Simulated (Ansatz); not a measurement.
`[AlH2][S][AlH2]` and `[AlH2][SH]` differ in one atom or group.

Ansatz, PBE0-D4/def2-TZVP geometries, multiplicity 1. 

| property | `[AlH2][S][AlH2]` |
| --- | --- |
| size of the dipole moment (PBE/def2-TZVPP) / D | 0.69 |
| size of the dipole moment (B3LYP/def2-TZVPP) / D | 0.78 |
| HOMO energy (ωB97M-V/def2-TZVPP) / eV | -10.29 |
| HOMO–LUMO gap (PBE0/def2-TZVPP) / eV | 6.51 |
| HOMO energy (PBE0/def2-TZVPP) / eV | -8.16 |
| HOMO–LUMO gap (PBE/def2-TZVPP) / eV | 4.64 |

Problem. Give the same properties after the change, and the shifts. (Estimate.)

Solution. The calculation gave: 
```csv
property,`[AlH2][SH]`,shift
size of the dipole moment (PBE/def2-TZVPP) / D,0.86,0.17
size of the dipole moment (B3LYP/def2-TZVPP) / D,0.92,0.14
HOMO energy (ωB97M-V/def2-TZVPP) / eV,-10.04,0.25
HOMO–LUMO gap (PBE0/def2-TZVPP) / eV,6.45,-0.06
HOMO energy (PBE0/def2-TZVPP) / eV,-7.86,0.30
HOMO–LUMO gap (PBE/def2-TZVPP) / eV,4.54,-0.10
```

With PBE0 the HOMO rises by 0.30 eV and the LUMO rises by 0.24 eV, so the gap narrows by about 0.06 eV. PBE moves the HOMO by 0.36 eV and ωB97M-V by 0.25 eV. The zero-point energy changes by -17.3 kJ/mol with -6 modes. Dipoles are sizes alone; their direction can turn.

B3LYP here is the variant with VWN-RPA as its local correlation; programs differ in this.
